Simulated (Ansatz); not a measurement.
# HPAl, quartet: reading a ladder of total energies

Geometry: a point of a breathe scan, not a stationary point.

```xyz
3

Al    0.0000    0.0390    1.4566
P     0.0000   -0.0825   -1.2193
H     0.0000    1.4900   -1.5238
```

Basis 6-31G; Ansatz 0.2.0. Only valence electrons are correlated (noble-gas cores frozen), which leaves 9 electrons in 18 orbitals. Prefix R: restricted or restricted open-shell reference; prefix U: unrestricted.

Full CI is exact within this basis and frozen core; it isn't the basis-set limit. The frozen core follows each run's orbitals, which can shift R against U totals by a few meV.

Runs differ by some tens of microhartree through their thresholds and, for an open shell, their frozen cores, so steps under 0.1 kcal/mol mean nothing.

| level | total energy (hartree) |
| --- | --- |
| UHF | -583.084941 |
| UMP2 | -583.139795 |
| UCCSD | -583.166362 |
| UCCSD(T) | -583.167739 |
| UCCSDT | -583.168273 |
| UCCSDT(Q) | -583.168384 |
| full CI | -583.168401 |

Q: What is the correlation energy at full CI, and what share of it do UMP2 and UCCSD recover?

A: E(corr) = -583.168401 − (-583.084941) = -0.083460 hartree = -2.271 eV. UMP2: -0.054854 / -0.083460 = 65.72 %. UCCSD: -0.081421 / -0.083460 = 97.56 %.

Q: By how many kcal/mol does UCCSD(T) miss full CI (1 hartree = 627.509 kcal/mol), and which steps make up the rest?

A: -583.167739 − (-583.168401) = 0.000662 hartree = 0.42 kcal/mol. Steps: UCCSDT − UCCSD(T) = -0.34, UCCSDT(Q) − UCCSDT = -0.07, full CI − UCCSDT(Q) = -0.01 kcal/mol. That is within 1 kcal/mol of the reference in this basis, which itself misses far more of the correlation at the basis-set limit.
